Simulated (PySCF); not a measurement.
Isomers of C3H6NO (doublet state), one GFN2-xTB conformer each. Single-point energies are computed at B3LYP/pcH-1 (PySCF, gas phase, no added dispersion term), electronic only. GFN2-xTB treats the open shell by occupation alone, and not every SCF solution was tested for stability.

**Question.** Rank them by B3LYP/pcH-1 energy, lowest first (kJ/mol).
A. `[CH3:1][CH:2][C:3]([NH2:4])=[O:5]` (doublet state) with C1–C2–C3–N4 -179°, C2–C3–N4–H -174° and -11°
B. `[H]/[N:5]=[C:3](/[O:2][CH2:1])[CH3:4]` (doublet state) with H–C1–O2–C3 180° and 0°, C1–O2–C3–C4 179°
C. `[CH2:1][NH:2][C:3]([CH3:4])=[O:5]` (doublet state) with H–C1–N2–C3 0° and 179°, C1–N2–C3–C4 180°

**Answer.** A (0.0), C (24.3), B (126.7).

GFN2-xTB itself gives, in the same order: 4.5, 0.0, 78.8. GFN2-xTB puts [CH2]NC(C)=O lowest instead; measured from each level's own lowest isomer, the values differ by up to 47.9 kJ/mol ([H]/N=C(\C)O[CH2]: 78.8 against 126.7).
